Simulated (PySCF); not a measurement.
Gas-phase reaction: SiF(OH)₃ + SiHF → 2 SiH₂F + 3 O

Method: PySCF energies (xtb for GFN2) plus ideal-gas RRHO corrections (1 bar). † marks an energy on the PBE0/def2-TZVP geometry and frequencies; other levels use their own. MP2 freezes the core. 6-31G* has spherical d functions here. Open shells (unrestricted): SiH₂F (multiplicity 2), O (multiplicity 3); the rest are closed-shell singlets. GFN2 has no spin-polarisation term. Spin-orbit splitting is ignored; it lowers the true energy and changes the entropy of O. B3LYP is the form with VWN-RPA correlation. SiF(OH)₃, SiHF, SiH₂F: computed as isolated molecules; such fragments, hydroxides, amides, oligomers or adducts are transient or little studied in the gas. MP2 isn't extrapolated to the basis-set limit. Warning, point group unlike the PBE0 one: SiF(OH)₃ (B3LYP/6-31G*, PBE/def2-SVP).

| level | ΔH°(298 K), kJ |
|---|---|
| B3LYP/6-31G* | 1784 |
| GFN2-xTB | ? |
| HF/def2-TZVP† | ? |
| MP2/def2-SVP† | ? |
| PBE/def2-SVP | 1915 |
| PBE0/def2-QZVP† | 1877 |

Problem. Fill in the missing entries.

Solution. 
- GFN2-xTB, ΔH°(298 K), kJ: 2876
- HF/def2-TZVP†, ΔH°(298 K), kJ: 1196
- MP2/def2-SVP†, ΔH°(298 K), kJ: 1827
